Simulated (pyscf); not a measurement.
`[CH3][CH3]` + `[CH3][Ga][OH]` [doublet] → `[CH3][Ga]([CH3])[OH]` + `[CH3]` [doublet], a substitution at C (doublet surface; C–C broken, C–Ga formed). Optimised with ωB97X-D3(BJ)/def2-SVP in PySCF. Energies in kcal/mol from the separated reactants.

AM1 to PM7: differences of heats of formation from MOPAC, which are fitted to 298 K values and so differ in kind from electronic energies by zero-point and thermal terms. Open shells are spin-unrestricted. 

Problem. In single points PM6 puts the saddle at 53.0 kcal/mol and the reaction energy at +18.4 kcal/mol. Should these be trusted to within a few kcal/mol? Compare with ωB97M-D3(BJ)/def2-TZVP.

Solution. ωB97M-D3(BJ)/def2-TZVP gives ΔE‡ = 51.9 kcal/mol and ΔE = +20.4 kcal/mol. PM6 lies 1.1 kcal/mol over it in the barrier and 2.0 kcal/mol under it in the reaction energy, so on this step it holds to within 3.0 kcal/mol. ωB97M-D3(BJ)/def2-TZVP has limits of its own. This is the saddle that the search found; another between the same sides may lie lower. The angle at the attacked C is 169°. In the def2 sets elements up to Kr have no core potential.
